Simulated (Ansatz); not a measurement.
Start from `C[SiH3]` and change one atom or group to get `C[SiH2]F`.

Ansatz, PBE0-D4/def2-TZVP geometries, multiplicity 1. 

```tsv
property	`C[SiH3]`
HOMO energy (B3LYP/def2-TZVPP) / eV	-9.00
size of the dipole moment (ωB97M-V/def2-TZVPP) / D	0.81
size of the dipole moment (B3LYP/def2-TZVPP) / D	0.80
HOMO–LUMO gap (ωB97M-V/def2-TZVPP) / eV	13.64
vertical ionisation energy (CCSD(T)/CBS(def2)) / eV	11.83
zero-point energy (PBE0-D4/def2-TZVP) / kJ/mol	159.8
```

Problem. What does the change do to each property? (An estimate is asked.)

Solution. The calculation gave: 
```json
{"property": "HOMO energy (B3LYP/def2-TZVPP) / eV", "`C[SiH2]F`": "-9.02", "shift": "-0.02"}
{"property": "size of the dipole moment (ωB97M-V/def2-TZVPP) / D", "`C[SiH2]F`": "1.70", "shift": "0.89"}
{"property": "size of the dipole moment (B3LYP/def2-TZVPP) / D", "`C[SiH2]F`": "1.72", "shift": "0.92"}
{"property": "HOMO–LUMO gap (ωB97M-V/def2-TZVPP) / eV", "`C[SiH2]F`": "13.68", "shift": "0.04"}
{"property": "vertical ionisation energy (CCSD(T)/CBS(def2)) / eV", "`C[SiH2]F`": "11.99", "shift": "0.16"}
{"property": "zero-point energy (PBE0-D4/def2-TZVP) / kJ/mol", "`C[SiH2]F`": "147.9", "shift": "-11.9"}
```

Dipoles are sizes alone; their direction can turn.

B3LYP here is the variant with VWN-RPA as its local correlation; programs differ in this.
